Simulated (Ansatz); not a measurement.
# C2H3NO (SMILES C1=NCO1): single points off equilibrium

An exercise on one series of results from a longer session: the logs are not shown, and one member is left open.

Computed with Ansatz 0.2.0, Gaussian basis. Level: single points in def2-TZVPP.

Cores are frozen in the correlated methods.

**Where the work starts**

SMILES `C1=NCO1`, 7 atoms, charge 0, spin multiplicity 1.

Atoms are counted from 1 here; the program's logs count them from 0.

Bond lengths: C1–N2 1.244 Å, C1–O4 1.361 Å, C1–H5 1.085 Å, N2–C3 1.403 Å, C3–O4 1.446 Å, C3–H6 1.078 Å, C3–H7 1.147 Å. Angles: N2–C1–O4 101.1°, N2–C1–H5 135.3°, O4–C1–H5 123.5°, C1–N2–C3 87.5°, N2–C3–O4 89.9°, N2–C3–H6 122.0°, N2–C3–H7 117.9°, O4–C3–H6 112.1°, O4–C3–H7 111.0°, H6–C3–H7 103.4°, C1–O4–C3 81.5°.

Geometry (Å):

```
C    -0.7486    0.4482   -0.6049
N     0.1374    1.0061    0.0666
C     0.5777   -0.2741    0.4340
O    -0.4899   -0.8621   -0.3443
H    -1.5711    0.7846   -1.2279
H     1.5450   -0.6510    0.1439
H     0.4950   -0.5744    1.5383
```

Set-up of the first run:

run/in.yaml

```yaml
crystal:
  periodic: [false, false, false]
  atoms:
    - {symbol: C, position_ang: [-0.748600, 0.448200, -0.604900]}
    - {symbol: N, position_ang: [0.137400, 1.006100, 0.066600]}
    - {symbol: C, position_ang: [0.577700, -0.274100, 0.434000]}
    - {symbol: O, position_ang: [-0.489900, -0.862100, -0.344300]}
    - {symbol: H, position_ang: [-1.571100, 0.784600, -1.227900]}
    - {symbol: H, position_ang: [1.545000, -0.651000, 0.143900]}
    - {symbol: H, position_ang: [0.495000, -0.574400, 1.538300]}
basis:
  gaussian: {orbitals: def2-TZVPP}
correlation: {method: ccsd_t}
output: {forces: true}
```

No record of the launch command was kept for these runs.

Steps of the session up to this table: CCSD(T)/def2-TZVPP; PBE0-D4/def2-TZVPP; wB97M-V/def2-TZVPP; r2SCAN-D4/def2-TZVPP; PBE-D4/def2-TZVPP; BHLYP-D4/def2-TZVPP; revPBE-D4/def2-TZVPP.

One table of the session follows, with a row left open; its other results are not shown here.

```
   method  RMS force component (eV/Å)  angle to CCSD(T) forces (°)  dipole (D)
  CCSD(T)                       1.587                    reference        0.82
  PBE0-D4                       1.290                          9.3        0.88
  wB97M-V                           ?                            ?           ?
r2SCAN-D4                       1.417                          5.2        0.93
   PBE-D4                       1.544                          8.6        0.95
 BHLYP-D4                       1.175                         19.5        0.78
revPBE-D4                       1.653                          9.1        0.94
```

**Question.** Estimate the row for wB97M-V.

**Answer.** RMS force component (eV/Å): 1.355; angle to CCSD(T) forces (°): 6.4; dipole (D): 0.84. In the column «RMS force component (eV/Å)» it lies between PBE0-D4 (1.290) and r2SCAN-D4 (1.417).
